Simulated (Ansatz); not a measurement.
How far each method lies from full CI for B–AlH$_{2}$, singlet

Geometry: a PBE0/def2-TZVP stationary point for this spin, not checked as a minimum. The triplet lies 0.2 eV lower here.

```tsv
atom	x (Å)	y (Å)	z (Å)
B	0.0000	0.0000	1.7315
Al	0.0000	0.0000	-0.5881
H	0.0000	-1.3671	-1.4148
H	0.0000	1.3671	-1.4148
```

Basis 6-31G; Ansatz 0.2.0. Only valence electrons are correlated (noble-gas cores frozen), which leaves 8 electrons in 20 orbitals. Prefix R: restricted or restricted open-shell reference; prefix U: unrestricted. Active spaces: valence = (8e, 10o) chosen from the atoms' valence shells.

Full CI is exact within this basis and frozen core; it isn't the basis-set limit. The frozen core follows each run's orbitals, which can shift R against U totals by a few meV.

```
UHF ⟨S²⟩                          : 0.799
T1 diagnostic (RCCSD)             : 0.0161
largest doubles amplitude (RCCSD) : 0.086
```

| level | E − E(RHF) (eV) |
| --- | --- |
| RMP2 | -1.8805 |
| RCCSD | -2.8786 |
| RCCSD(T) | -2.9312 |

(1) Estimate how far full CI in 6-31G lies from RCCSD(T). The table doesn't fix it; the size of (T) and the diagnostics are the guide.

(1) Full CI in 6-31G lies 1.02 mEh below RCCSD(T), which is 53 % of the (T) step (-1.93 mEh). RHF is unstable towards spin polarisation, and the rest is a large part of (T).

The other levels:

```tsv
level	E − E(full CI) (mEh)	share of correlation (%)	wall time
CISD	10.20	90.62	0.91 s
BCCD(T)	1.01	99.08	0.7 s
RCCSDT	0.26	99.76	–
CISDTQ	0.43	99.60	4.2 s
RCCSDT(Q)	0.10	99.91	1.9 s
RCCSDTQ	0.01	99.99	24 s
CASSCF (valence space)	22.95	78.90	–
NEVPT2 (valence space)	7.14	93.43	8 s
MRCISD (valence space)	0.71	99.35	–
MRCISD+Q (valence space)	0.33	99.70	13 s
```

The correlation energy at full CI, counted from RHF, is -2.959 eV. That run took 81 s on 1 thread of Arm Neoverse N1, shared host over 5,884,777 determinants.

Run but not shown, since their state or frozen core can't be matched to the reference's or they repeat it: UHF, UMP2, UCCSD, UCCSD(T), UCCSDT, UCCSDT(Q).

Times hold each run's SCF and search for its determinant on a shared host, so for small cases they say little of a method's own cost; they ran on 1 thread of Arm Neoverse N1.

The full-CI state has the irrep A1 of C2v, in the program's axes.

Natural occupations of full CI about the gap: 1.969 1.961 1.937 1.847 0.083 0.070 0.047 0.024 0.023 0.013; effectively unpaired electrons, Σ n²(2−n)², 0.16.
